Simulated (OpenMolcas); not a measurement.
# A workflow on SiN2H5 (SMILES N[SiH]N), part 2 of 2

OpenMolcas 26.06. The steps go on from the part before.

## 5. A geometry optimisation at CASSCF(9,8)/ANO-R1 (sfX2C, RICD fitting) (run 14)

Input file step14.input:

```
>>> EXPORT MOLCAS_PRINT=2

&GATEWAY
 Coord
 8
 angstrom
 N       -1.027000       0.622100      -0.768300
 Si       0.527700       0.579900      -0.050700
 N        0.789500      -1.052600       0.425100
 H       -1.817900       0.144500      -0.364600
 H       -1.296600       1.349400      -1.406800
 H        0.716400       1.354100       1.225100
 H        0.730800      -1.794000      -0.255200
 H        1.468900      -1.260500       1.139500
 Basis = ANO-R1
 Group = NoSym
 RICD
>>> COPY $CurrDir/step2.RasOrb $Project.RasOrb
>>> EXPORT MOLCAS_MAXITER=40
>>> Do While

&SEWARD

&RASSCF
 FileOrb = $Project.RasOrb
 Spin = 2
 Nactel = 9 0 0
 Inactive = 12
 Ras2 = 8
 OrbListing = Nothing
 OrbAppear = Compact

&SLAPAF
>>> EndDo
```

Command:

```bash
$ export MOLCAS_MEM=1860
$ pymolcas step14.input > step14.log
```

Log:

```text
--- Start Module: gateway ---

                                              &GATEWAY

                       available to each process: 1.9 GB of memory, 1 thread

++    Symmetry information:
      ---------------------

                    Character Table for C1

                             E
                    a        1  x, y, xy, Rz, z, xz, Ry, yz, Rx, I
--

++    Basis set information:
      ----------------------

      Basis set label: N.ANO-R...3S2P1D.

      Electronic valence basis set:
      ------------------
      Associated Effective Charge   7.000000 au
      Associated Actual Charge      7.000000 au
      Nuclear Model: Finite nucleus - Gaussian distribution
        Gaussian exponent, Xi/bohr**(-2):  6.28656E+08

      Shell  nPrim  nBasis  Cartesian Spherical Contaminant
         s      13       3        X
         p       8       2        X
         d       4       1                 X

      Basis set label: SI.ANO-R...4S3P1D.

      Electronic valence basis set:
      ------------------
      Associated Effective Charge  14.000000 au
      Associated Actual Charge     14.000000 au
      Nuclear Model: Finite nucleus - Gaussian distribution
        Gaussian exponent, Xi/bohr**(-2):  4.34677E+08

      Shell  nPrim  nBasis  Cartesian Spherical Contaminant
         s      16       4        X
         p      11       3        X
         d       7       1                 X

      Basis set label: N.ANO-R...3S2P1D.

      Electronic valence basis set:
      ------------------
      Associated Effective Charge   7.000000 au
      Associated Actual Charge      7.000000 au
      Nuclear Model: Finite nucleus - Gaussian distribution
        Gaussian exponent, Xi/bohr**(-2):  6.28656E+08

      Shell  nPrim  nBasis  Cartesian Spherical Contaminant
         s      13       3        X
         p       8       2        X
         d       4       1                 X

      Basis set label: H.ANO-R...2S1P.

      Electronic valence basis set:
      ------------------
      Associated Effective Charge   1.000000 au
      Associated Actual Charge      1.000000 au
      Nuclear Model: Finite nucleus - Gaussian distribution
        Gaussian exponent, Xi/bohr**(-2):  2.12482E+09

      Shell  nPrim  nBasis  Cartesian Spherical Contaminant
         s       7       2        X
         p       4       1        X
--

++    Molecular structure info:
      -------------------------

                    ************************************************
                    **** Cartesian Coordinates / bohr, angstrom ****
                    ************************************************

     Center  Label                x              y              z                     x              y              z
        1      N1              -1.940749       1.175599      -1.451877             -1.027000       0.622100      -0.768300
        2      SI2              0.997208       1.095852      -0.095809              0.527700       0.579900      -0.050700
        3      N3               1.491939      -1.989126       0.803323              0.789500      -1.052600       0.425100
[... 4 lines of this table left out ...]
        8      H8               2.775819      -2.382000       2.153343              1.468900      -1.260500       1.139500

                    ***************************************
                    *    InterNuclear Distances / bohr    *
                    ***************************************

               1 N1            2 SI2           3 N3            4 H4            5 H5            6 H6
    1 N1       0.000000
    2 SI2      3.236800        0.000000
    3 N3       5.185050        3.251197        0.000000
    4 H4       1.905345        4.547117        5.623391        0.000000
    5 H5       1.898523        4.535031        6.937451        3.167600        0.000000
    6 H6       5.192076        2.842552        4.794674        6.097978        6.261552        0.000000
    7 H7       5.728917        4.518963        1.904716        6.054684        7.395930        6.573974
    8 H8       6.920991        4.507504        1.904010        7.328483        8.648096        5.143985

               7 H7            8 H8
    7 H7       0.000000
    8 H8       3.147743        0.000000

                    *******************************************
                    *    InterNuclear Distances / angstrom    *
                    *******************************************

               1 N1            2 SI2           3 N3            4 H4            5 H5            6 H6
    1 N1       0.000000
    2 SI2      1.712841        0.000000
    3 N3       2.743810        1.720460        0.000000
    4 H4       1.008265        2.406231        2.975770        0.000000
    5 H5       1.004655        2.399835        3.671141        1.676222        0.000000
    6 H6       2.747528        1.504214        2.537232        3.226911        3.313471        0.000000
    7 H7       3.031612        2.391332        1.007932        3.204001        3.913757        3.478797
    8 H8       3.662431        2.385268        1.007558        3.878066        4.576375        2.722079

               7 H7            8 H8
    7 H7       0.000000
    8 H8       1.665714        0.000000

                    **************************************
                    *    Valence Bond Angles / degree    *
                    **************************************
                          Atom centers                 Phi
                      4 H4       1 N1       5 H5       112.76
                      7 H7       3 N3       8 H8       111.47
--

            Nuclear Potential Energy            111.02871088 au

[... 128 lines left out ...]
                                         RASSCF iterations: Energy and convergence statistics
[... 17 lines left out ...]
      Note: transformation to natural orbitals
[... 3 lines left out ...]
      energy=    -401.519939
[... 3 lines left out ...]
      Natural orbitals and occupation numbers for root  1
[... 6 lines left out ...]
++    Final optimization conditions:
[... 13 lines left out ...]
      Final state energy(ies):
[... 3 lines left out ...]
      Von Neumann Entropy (Root   1) =  0.72731
[... 95 lines left out ...]
      Natural orbitals for root   1 are written to the RASORB.1 file
[... 86 lines left out ...]
 Convergence test a la Schlegel.
[... 1 line left out ...]
 Convergence criterion on step/parameter<=: 3.0E-04
[... 18 lines left out ...]
  force constant weighted redundant internal coordinates.
[... 21 lines left out ...]
       +  Value      Threshold Converged? +  Value      Threshold Converged? +
[... 107 lines left out ...]
Iter      Energy       Change     Norm      Max    Element    Max     Element     Final Energy Update Update   Index
[... 12 lines left out ...]
 Convergence not reached yet!
[... 63 lines left out ...]
       +  Value      Threshold Converged? +  Value      Threshold Converged? +
[... 63 lines left out ...]
Iter      Energy       Change     Norm      Max    Element    Max     Element     Final Energy Update Update   Index
[... 14 lines left out ...]
 Convergence not reached yet!
[... 65 lines left out ...]
       +  Value      Threshold Converged? +  Value      Threshold Converged? +
[... 63 lines left out ...]
Iter      Energy       Change     Norm      Max    Element    Max     Element     Final Energy Update Update   Index
[... 16 lines left out ...]
 Convergence not reached yet!
[... 67 lines left out ...]
       +  Value      Threshold Converged? +  Value      Threshold Converged? +
[... 63 lines left out ...]
Iter      Energy       Change     Norm      Max    Element    Max     Element     Final Energy Update Update   Index
[... 15 lines left out ...]
 Convergence not reached yet!
[... 65 lines left out ...]
       +  Value      Threshold Converged? +  Value      Threshold Converged? +
[... 14 lines left out ...]
  Geometrical information of the final structure
[... 6 lines left out ...]
 * Nuclear coordinates of the final structure / bohr     *
[... 111 lines left out ...]
      Nuclear repulsion energy =  110.36625538
[... 58 lines left out ...]
      File JOBOLD not found -- use JOBIPH.
      The MO-coefficients are taken from the file:
      JOBIPH
      Title:(No title given)

      Total molecular charge    0.00

      ************************************************************************************************************************
      *                                            Wave function control section                                             *
      ************************************************************************************************************************

                                         RASSCF iterations: Energy and convergence statistics
                                         ----------------------------------------------------

          iter iter root      energy       change     param      element    value   shift minimum  type update hh:mm:ss
 reading initial CI vectors from JOBIPH
 Nr of preliminary CI iterations:   1
        1   1    6    1  -401.52082660    0.00E+00  -4.65E-05   11  71 1 -3.78E-05   0.27   0.00    SX    NO    0:00:00
        2   1    5    1  -401.52082661   -1.48E-08* -3.61E-05   15  33 1  1.26E-05   0.27   0.00    SX    NO    0:00:00
        3   1    4    1  -401.52082662   -2.52E-09  -2.21E-05   11  28 1  5.93E-06   0.27   0.00    SX    NO    0:00:00
        4   3    4    1  -401.52082662   -2.04E-09  -6.14E-05    3  18 1  3.33E-05   0.27   0.00    SX    NO    0:00:00
      Convergence after  4 iterations
        5   1    4    1  -401.52082662   -6.21E-10  -6.14E-05   11  28 1  2.69E-06   0.27   0.00    SX    NO    0:00:00

      ************************************************************************************************************************
                                                      Wave function printout:
                       occupation of active orbitals, and spin coupling of open shells (u,d: Spin up or down)
      ************************************************************************************************************************

      Note: transformation to natural orbitals
      has been made, which may change the order of the CSFs.

      printout of CI-coefficients larger than  0.05 for root  1
      energy=    -401.520827
      conf/sym  11111111     Coeff  Weight
             1  2222u000   0.98444 0.96912

      Natural orbitals and occupation numbers for root  1
      sym 1:   1.984470   1.977204   1.979038   1.999711   1.002515   0.019608   0.014536   0.022917

      ************************************************************************************************************************
      *                                                    Final results                                                     *
      ************************************************************************************************************************

++    Final optimization conditions:
      ------------------------------

      Average CI energy                            -401.52082662
      RASSCF energy for state  1                   -401.52082662
      Super-CI energy                                -0.00000000
      RASSCF energy change                            0.00000000
      Max change in MO coefficients               3.846E-05
      Max non-diagonal density matrix element    -6.141E-05
      Maximum BLB matrix element                  2.690E-06
      (orbital pair  11,  28 in symmetry   1)
      Norm of electronic gradient            1.234E-05
--

      Final state energy(ies):
      ------------------------

::    RASSCF root number  1 Total energy:   -401.52082662
      Von Neumann Entropy (Root   1) =  0.73313

      Mulliken population analysis for root number:  1
      -----------------------------------------------

++    Molecular charges:
      ------------------

      Mulliken charges per centre
      ---------------------------

                N1      SI2     N3      H4      H5      H6      H7      H8
      Total    7.5498 13.6464  7.4990  0.8389  0.8287  0.9859  0.8313  0.8199

      N-E     -0.5498  0.3536 -0.4990  0.1611  0.1713  0.0141  0.1687  0.1801

      Total electronic charge=   33.000000

      Total            charge=   -0.000000
--

      Expectation values of various properties for root number:  1
      -----------------------------------------------------------

++    Molecular properties:
      ---------------------

      Charge (e):
                      =   -0.0000
      Dipole Moment (debye):
      Origin of the operator (angstrom)=    0.1832    0.1589   -0.0979
                   X= -2.2570E-01               Y= -6.9840E-01               Z= -1.9284E-01           Total=  7.5887E-01
      Quadrupole Moment (debye*angstrom):
      Origin of the operator (angstrom)=    0.1832    0.1589   -0.0979
                  XX= -2.4014E+01              XY= -2.8281E+00              XZ=  1.9971E+00              YY= -2.4629E+01
                  YZ= -1.4879E+00              ZZ= -2.6817E+01
      In traceless form (debye*angstrom)
                  XX=  1.7087E+00              XY= -4.2421E+00              XZ=  2.9956E+00              YY=  7.8628E-01
                  YZ= -2.2319E+00              ZZ= -2.4950E+00
--

      Mulliken spin population analysis for root number:  1
      ---------------------------------------------------

++    Molecular charges:
      ------------------

      Mulliken spin population per centre
      ---------------------------

                N1      SI2     N3      H4      H5      H6      H7      H8
      Total    0.0385  0.8352  0.0748  0.0116 -0.0093  0.0488 -0.0032  0.0036

      Total electronic spin=    1.000000
--

      LoProp population analysis for root number:  1
      -----------------------------------------------

++    LoProp analysis:
      ----------------

++    Static properties:
      ------------------

      LoProp Charges per center

                   N1       SI2      N3       H4       H5       H6       H7       H8
      Nuclear      7.0000  14.0000   7.0000   1.0000   1.0000   1.0000   1.0000   1.0000
      Electronic  -7.9701 -13.3764  -7.9185  -0.6596  -0.6499  -1.1181  -0.6536  -0.6539

      Total       -0.9701   0.6236  -0.9185   0.3404   0.3501  -0.1181   0.3464   0.3461
--

      Natural Bond Order analysis for root number:  1

++    Natural Bond Order analysis
      ---------------------------
      Based on LoProp computed density
      -------------------------------------------------------------------------------------
      Atom A       Atom B       Bond Order
      -------------------------------------------------------------------------------------
      NBO located      0.996 non-bonded electrons on atom N1
      NBO located      0.907 non-bonded electrons on atom N1
      NBO located      0.995 non-bonded electrons on atom SI2
      NBO located      1.000 non-bonded electrons on atom SI2
      NBO located      1.000 non-bonded electrons on atom SI2
      NBO located      0.999 non-bonded electrons on atom SI2
      NBO located      0.999 non-bonded electrons on atom SI2
      NBO located      0.996 non-bonded electrons on atom N3
      The remaining   11.140 electrons are to be considered as diffuse
--

--

      Average orbitals are written to the RASORB file
      Natural orbitals for root   1 are written to the RASORB.1 file
      Spin density orbitals for root   1 are written to the SPDORB.1 file

--- Stop Module: last_energy /rc=_RC_ALL_IS_WELL_ ---
--- Module last_energy spent 6 seconds ---

>>> END DO

.##################.
.# Happy landing! #.
.##################.

    Timing: Wall=140.26 User=122.50 System=15.20
```

It took 2.4 min on 1 thread of AMD EPYC 7R43 (Zen 3), shared host; peak memory 0.081 GiB.

Steps, from the record of the run:

```
step  energy from the first frame kept (eV)  largest force (eV/Å)
   0                                 0.0000                1.3285
   1                                -0.0188                0.5696
   2                                -0.0226                0.1421
   3                                -0.0236                0.0468
   4                                -0.0239                0.0559
   5                                -0.0240                0.0416
   6                                -0.0241                0.0153
   7                                -0.0241                0.0058
   8                                -0.0241                0.0028
```

After the run. Bond lengths: N1–Si2 1.720 Å, Si2–N3 1.744 Å, N1–H4 0.998 Å, N1–H5 0.995 Å, Si2–H6 1.514 Å, N3–H7 0.998 Å, N3–H8 0.997 Å. Angles: N1–Si2–N3 107.1°, N1–Si2–H6 116.2°, N3–Si2–H6 103.5°, Si2–N1–H4 122.1°, Si2–N1–H5 121.7°, Si2–N3–H7 120.1°, Si2–N3–H8 119.4°, H4–N1–H5 112.5°, H7–N3–H8 112.7°.

## 6. All runs side by side

| run | level | starting guess | imaginary shift | partner | energy (Eh) | dipole moment (D) of the reference | wall time |
| --- | --- | --- | --- | --- | --- | --- | --- |
| 1 | ROHF/ANO-R1 (sfX2C, RICD fitting) | – | – | base | -401.465227 | 0.73 | 15 s |
| 2 | CASSCF(9,8)/ANO-R1 (sfX2C, RICD fitting) | orbitals of step 1 | – | base | -401.519939 | 0.87 | 18 s |
| 3 | CASPT2[IPEA 0](9,8)/ANO-R1 (sfX2C, RICD fitting, ipea shift 0 Eh, pt2 variant XDW, 3 states averaged, weight exponent 1) | orbitals of step 2 | 0.1 | base | -401.940046 | 1.03 | 33 s |
| 4 | CASSCF(9,8)/ANO-R1 (sfX2C, RICD fitting, root 1) | orbitals of step 2 | – | base | -401.519939 | 0.87 | 15 s |
| 5 | CASSCF(9,8)/ANO-R1 (sfX2C, RICD fitting, second multiplicity 4, second roots 1) | orbitals of step 2 | – | base | -401.519939 | – | 44 s |
| 6 | RASPT2(9,10)/ANO-R1 (sfX2C, RICD fitting, ipea shift 0.25 Eh, pt2 variant SS) | orbitals of step 2 | – | base | not converged | – | 2.7 min |
| 7 | PC-NEVPT2(9,8)/ANO-R1 (sfX2C, RICD fitting, pt2 variant PC-NEVPT2) | orbitals of step 2 | – | base | -401.915442 | 0.87 | 9.9 s |
| 8 | CASPT2[IPEA 0](9,8)/ANO-R1 (sfX2C, RICD fitting, ipea shift 0 Eh, pt2 variant SS) | orbitals of step 2 | 0.2 | rattled | -401.927481 | 0.71 | 11 s |
| 9 | CASPT2[IPEA 0](9,8)/ANO-R1 (sfX2C, RICD fitting, ipea shift 0 Eh, pt2 variant SS) | orbitals of step 2 | – | base | -401.929972 | 0.87 | 9 s |
| 10 | DMRG(9,8)/ANO-R1 (sfX2C, RICD fitting, bond dimension 16) | orbitals of step 2 | – | base | -401.518802 | 0.86 | 52 s |
| 11 | CASPT2[IPEA 0](9,8)/ANO-R1 (sfX2C, RICD fitting, ipea shift 0 Eh, multiplet size 2, pt2 variant SS, 3 states averaged) | orbitals of step 2 | – | base | -401.939343 | – | 31 s |
| 12 | MC-PDFT[ftrevPBE](9,8)/ANO-R1 (sfX2C, RICD fitting) | orbitals of step 2 | – | base | -402.709071 | 0.87 | 18 s |
| 13 | PC-NEVPT2(9,8)/ANO-R1 (sfX2C, RICD fitting, pt2 variant PC-NEVPT2) | orbitals of step 2 | – | N1–Si2 2.57 Å | -401.792143 | 4.13 | 18 s |
| 14 | CASSCF(9,8)/ANO-R1 (sfX2C, RICD fitting) | orbitals of step 2 | – | base | -401.520827 | 0.76 | 2.4 min |

## 7. What came out

The summary covers parts 1 to 2.

```
                                                  quantity          value
       run 14, CASSCF(9,8)/ANO-R1: total energy at the end  -401.52083 Eh
run 14, CASSCF(9,8)/ANO-R1: dipole moment (CASSCF density)         0.76 D
```

**Reading.** Below the ROHF energy at the same shape and in the same basis (ANO-R1): CASSCF(9,8) -54.7 mEh; PC-NEVPT2(9,8) -450.2 mEh; CASPT2[IPEA 0](9,8) -464.7 mEh; DMRG(9,8) -53.6 mEh. Active-space methods hold only the correlation inside their space unless a perturbation or CI step follows. Over runs 1, 2, 4 the dipole moment (its size) runs from 0.73 D (ROHF/ANO-R1) to 0.87 D (CASSCF(9,8)/ANO-R1). All runs together took 9.7 min, the longest 2.7 min. 1 of the 14 runs did not end normally.
